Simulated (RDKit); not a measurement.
RDKit input (UFF):

```python
from rdkit import Chem
from rdkit.Chem import AllChem, rdDetermineBonds

mol = Chem.MolFromXYZFile('mol.xyz')
rdDetermineBonds.DetermineBonds(mol, charge=-1)
print('SMILES', Chem.MolToSmiles(Chem.RemoveHs(mol)))
ff = AllChem.UFFGetMoleculeForceField(mol)
e0 = ff.CalcEnergy()
flag = ff.Minimize(maxIts=5000, forceTol=1e-5)
print(f'energy {e0:.4f} -> {ff.CalcEnergy():.4f} kcal/mol, converged: {flag == 0}')
print(Chem.MolToXYZBlock(mol))
```
mol.xyz:
```
7

C      0.00340085     0.10411341     0.84463058
C     -0.00316901     0.02839917    -0.68472531
H     -0.87168362    -0.45775013     1.22954120
H      0.88597729    -0.45133029     1.22167274
H     -0.00176189    -0.97997600    -1.19312952
H     -0.88238004     0.54379300    -1.10483906
H      0.86845721     0.55018792    -1.11267697
```

Output:

```
SMILES [CH2-]C
energy 3.1354 -> 0.0925 kcal/mol, converged: True
7

C      0.003389    0.056739    0.803833
C     -0.003375    0.048802   -0.713559
H     -0.899392   -0.461160    1.190769
H      0.913371   -0.454516    1.182653
H     -0.001211   -0.997061   -1.086608
H     -0.911008    0.569003   -1.084260
H      0.897066    0.575630   -1.092354
```

The dipole moment of an ion depends on the origin.
